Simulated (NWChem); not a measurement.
**A workflow on BH3O2 (SMILES OBO)**

Wanted: a structure relaxation (BB1K/STO-3G), then vibrational wavenumbers, then a single-point energy (MP2/STO-3G) of BH3O2. 

The results are computed with NWChem 7.3.0.

1 further run of the same task is left out (set aside as unsound or not needed).

## Step 1: The molecule

The species is BH3O2 (6 atoms), meant as a singlet with charge 0. As SMILES, `OBO`. The shape is that of a PBE0-D4/def2-TZVP optimisation. This is one conformer, not always the lowest. The run starts from this shape.

Bond lengths: O1–B2 1.356 Å, B2–O3 1.356 Å, O1–H4 0.958 Å, B2–H5 1.204 Å, O3–H6 0.958 Å. Angles: O1–B2–O3 116.8°, O1–B2–H5 121.6°, O3–B2–H5 121.6°, B2–O1–H4 112.7°, B2–O3–H6 112.7°.

## Step 2: A structure relaxation at BB1K/STO-3G (run 1)

File bh3o2.nw:

```
start bh3o2
memory total 2200 mb
charge 0

geometry noautosym
 O    -1.176200   -0.524500   -0.251800
 B     0.049500    0.028100   -0.072900
 O     0.580600   -0.053800    1.172500
 H    -1.494700   -0.433500   -1.150600
 H     0.637800    0.565600   -0.976100
 H     1.445200    0.354100    1.232800
end

basis spherical
 * library STO-3G
end

dft
 xc bb1k
 grid coarse
 convergence energy 1e-05
 mulliken
 print low
end

driver
 maxiter 50
end

task dft optimize
```

Launch:

```sh
nwchem bh3o2.nw > bh3o2.out
```

What it wrote:

```text
[...]
 d= 0,ls=0.0,diis     1   -174.6247164601 -2.41D+02  6.55D-02  5.36D-01     0.1
[...]
         Total DFT energy =     -174.720520289726
[...]
@    0    -174.72052029  0.0D+00  0.04917  0.01931  0.00000  0.00000      0.4
[...]
         Total DFT energy =     -174.723830182578
[...]
@    1    -174.72530119 -4.8D-03  0.00824  0.00385  0.02717  0.05946      1.0
[...]
@    2    -174.72577838 -4.8D-04  0.00327  0.00127  0.01804  0.04428      1.3
[...]
         Total DFT energy =     -174.725797893224
[...]
         Total DFT energy =     -174.725799025645
[...]
@    3    -174.72579903 -2.1D-05  0.00027  0.00011  0.00271  0.00538      1.8
[...]
 d= 0,ls=0.0,diis     3   -174.7257994906 -1.60D-08  3.16D-06  1.08D-09     1.9
         Total DFT energy =     -174.725799490589
      One electron energy =     -372.382746499757
           Coulomb energy =      153.795156156892
    Exchange-Corr. energy =      -22.517776117025
 Nuclear repulsion energy =       66.379566969300
[...]
      Total Density - Mulliken Population Analysis
     ---------------------------------------------
    Atom       Charge   Shell Charges
 -----------   ------   -------------------------------------------------------
    1 O    8     8.32   2.00  1.83  4.49
    2 B    5     4.71   1.99  0.84  1.88
    3 O    8     8.32   2.00  1.83  4.49
    4 H    1     0.78   0.78
    5 H    1     1.08   1.08
    6 H    1     0.78   0.78
[...]
         Total DFT energy =   -174.725799490589
[...]
@    4    -174.72579949 -4.6D-07  0.00003  0.00001  0.00070  0.00175      2.0
[...]
      Optimization converged
[...]
@    4    -174.72579949 -4.6D-07  0.00003  0.00001  0.00070  0.00175      2.0
[...]
```

Wall time 2.5 s (1 thread of AMD EPYC 9R45 (Zen 5), shared host); peak memory 0.11 GiB.

Steps, from the record of the run:

```csv
step,energy from the first frame kept (eV)
0,0.0000
1,-0.1301
2,-0.1431
3,-0.1436
4,-0.1437
```

After the run. Bond lengths: O1–B2 1.362 Å, B2–O3 1.362 Å, O1–H4 1.001 Å, B2–H5 1.173 Å, O3–H6 1.001 Å. Angles: O1–B2–O3 115.0°, O1–B2–H5 122.5°, O3–B2–H5 122.5°, B2–O1–H4 108.4°, B2–O3–H6 108.4°.

## Step 3: The harmonic vibrations at BB1K/STO-3G (run 2)

File bh3o2.xyz:

```xyz
6
BH3O2
O     -1.020403    -0.368095    -0.483122
B      0.210762     0.192553    -0.323598
O      0.727025     0.100078     0.933568
H     -1.302443    -0.244575    -1.435108
H      0.783803     0.716082    -1.203429
H      1.625705     0.539882     0.938789
```

File bh3o2.nw:

```
echo
start bh3o2
title "BH3O2"
memory 2200 mb
geometry units angstrom
  load bh3o2.xyz
end
basis "ao basis" spherical
  * library STO-3G
end
dft
  xc bb1k
  grid coarse
  convergence energy 1e-05
  mulliken
  print low
end
freq
  temp 1 273.15
end
task dft frequencies
```

Launch:

```sh
nwchem bh3o2.nw > bh3o2.out
```

What it wrote:

```text
[...]
 Group name             C2v
[...]
 d= 0,ls=0.0,diis     1   -174.6221688973 -2.41D+02  7.01D-02  5.74D-01     0.1
[...]
         Total DFT energy =     -174.725799496289
[...]
         Total DFT energy =     -174.725757529648
[...]
         Total DFT energy =     -174.725798796974
[...]
         Total DFT energy =     -174.725798796971
[...]
         Total DFT energy =     -174.725787241296
[...]
 d= 0,ls=0.0,diis     4   -174.7257870801 -1.36D-07  8.81D-06  1.25D-08     6.3
         Total DFT energy =     -174.725787080082
      One electron energy =     -372.408698320238
           Coulomb energy =      153.808310287976
    Exchange-Corr. energy =      -22.519071547311
 Nuclear repulsion energy =       66.393672499491
[...]
      Total Density - Mulliken Population Analysis
     ---------------------------------------------
    Atom       Charge   Shell Charges
 -----------   ------   -------------------------------------------------------
    1 O    8     8.32   2.00  1.83  4.49
    2 B    5     4.71   1.99  0.84  1.88
    3 O    8     8.32   2.00  1.83  4.49
    4 H    1     0.78   0.78
    5 H    1     1.08   1.08
    6 H    1     0.78   0.78
[...]
                         DFT ENERGY GRADIENTS
    atom               coordinates                        gradient
                 x          y          z           x          y          z
   1 O       2.171068   0.000000  -0.537544    0.000019  -0.000000  -0.000010
   2 B       0.000000   0.000000   0.845470    0.000487   0.000000   0.000142
   3 O      -2.171068   0.000000  -0.537544   -0.003070  -0.000000   0.002401
   4 H       3.638006   0.000000   0.655360    0.000010   0.000000  -0.000009
   5 H       0.000000   0.000000   3.062628    0.000011   0.000000  -0.000048
   6 H      -3.638006   0.000000   0.645360    0.002543  -0.000000  -0.002476
[...]
```

It took 6.9 s on 1 thread of AMD EPYC 9R45 (Zen 5), shared host; peak memory 0.11 GiB.

## Step 4: The energy at MP2/STO-3G (run 3)

File bh3o2.nw:

```
start bh3o2
title "BH3O2 energy"
memory 2200 mb
geometry units atomic noautosym
  O  -1.92828300 -0.69559910 -0.91296906
  B   0.39828248  0.36387260 -0.61151129
  O   1.37387897  0.18911918  1.76418746
  H  -2.46126051 -0.46217933 -2.71196168
  H   1.48117386  1.35319960 -2.27415037
  H   3.07213812  1.02022897  1.77405470
end
basis spherical
  * library STO-3G
end
scf
  thresh 1e-05
  print low
end
mp2
  freeze core 3
end
task mp2 energy
```

Launch:

```sh
nwchem bh3o2.nw > bh3o2.out
```

What it wrote:

```text
[...]
  functions       =    18
[...]
  wavefunction    = RHF
[...]
         Total SCF energy =   -173.886927772051
      One-electron energy =   -372.426537311516
      Two-electron energy =    132.160047333818
 Nuclear repulsion energy =     66.379562205647
        Time for solution =      0.2s
[...]
          Total MP2 energy          -174.011518947950
[...]
```

Wall time 0.72 s (1 thread of AMD EPYC 9R45 (Zen 5), shared host); peak memory 0.1 GiB.

## Step 5: Summary of results

| quantity | value |
| --- | --- |
| run 1, BB1K/STO-3G: total energy at the end | -174.72580 Eh |
| run 2, BB1K/STO-3G: energy of the last displaced shape | -174.72579 Eh |
| run 2, BB1K/STO-3G: lowest harmonic wavenumber | 519 cm⁻¹ |
| run 2, BB1K/STO-3G: highest harmonic wavenumber | 4008 cm⁻¹ |
| run 2, BB1K/STO-3G: zero-point energy | 122.4 kJ/mol |
| run 2, BB1K/STO-3G: ideal-gas entropy at 273.15 K (symmetry number 2 as used) | 58.2 cal/(mol K) |
| run 3, MP2/STO-3G: total energy | -174.01152 Eh |
| run 3, MP2/STO-3G: correlation energy (3 core orbitals frozen) | -124.6 mEh |

**Reading.** The optimisation (run 1, BB1K/STO-3G) took 5 steps and changed the energy by -0.144 eV. Mulliken charges (run 1, BB1K/STO-3G) run from -0.32 on O1 to +0.29 on B2. All 12 modes (run 2, BB1K/STO-3G) are real, so the shape is a minimum at this level.
